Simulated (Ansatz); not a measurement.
Al$_{2}$H, quartet in cc-pVTZ: errors against UCCSDT(Q)

Geometry: that of the Al2H, doublet, kept fixed. The doublet lies 0.9 eV lower here.

```yaml
atoms:
  - { symbol: Al, position_ang: [0.0000, 0.0000, 0.3526] }
  - { symbol: Al, position_ang: [0.0000, 0.0000, -2.3244] }
  - { symbol: H, position_ang: [0.0000, 0.0000, 1.9718] }
```

Basis cc-pVTZ; Ansatz 0.2.0. Only valence electrons are correlated (noble-gas cores frozen), which leaves 7 electrons in 72 orbitals. Prefix R: restricted or restricted open-shell reference; prefix U: unrestricted. Active spaces: valence = (7e, 9o) chosen from the atoms' valence shells.

Full CI isn't at hand for all of this; UCCSDT(Q) serves as the reference, and is uncertain by about the last step of the cluster series. The frozen core follows each run's orbitals, which can shift R against U totals by a few meV.

```
UHF ⟨S²⟩                          : 3.790
T1 diagnostic (RCCSD)             : 0.0355
largest doubles amplitude (RCCSD) : 0.094
T1 diagnostic (UCCSD)             : 0.0309
```

```tsv
level	E − E(UCCSDT(Q)) (kJ/mol)	share of correlation (%)	wall time
RHF	388.4	0.00	–
UHF	374.5	3.57	–
RMP2	89.0	77.08	–
UMP2	97.5	74.89	–
RCCSD	29.4	92.44	–
UCCSD	28.0	92.80	–
RCCSD(T)	6.9	98.22	16 s
UCCSD(T)	7.0	98.20	13 s
BCCD(T)	7.1	98.18	19 s
RCCSDT	2.2	99.44	–
UCCSDT	1.8	99.54	–
RCCSDT(Q)	0.2	99.95	2.5 min
CASSCF (valence space)	217.8	43.91	–
NEVPT2 (valence space)	63.6	83.64	11 s
MRCISD (valence space)	15.7	95.96	–
MRCISD+Q (valence space)	1.8	99.54	17 s
```

The correlation energy at UCCSDT(Q), counted from RHF, is -4.025 eV. That run took 2.3 min on 1 thread of AMD EPYC, shared host.

Times hold each run's SCF and search for its determinant on a shared host, so for small cases they say little of a method's own cost; they ran on 1 thread of AMD EPYC.

Natural occupations of CASSCF (valence space) about the gap: 1.968 1.913 1.014 0.975 0.975 0.048 0.048 0.042 0.018; effectively unpaired electrons, Σ n²(2−n)², 3.05.
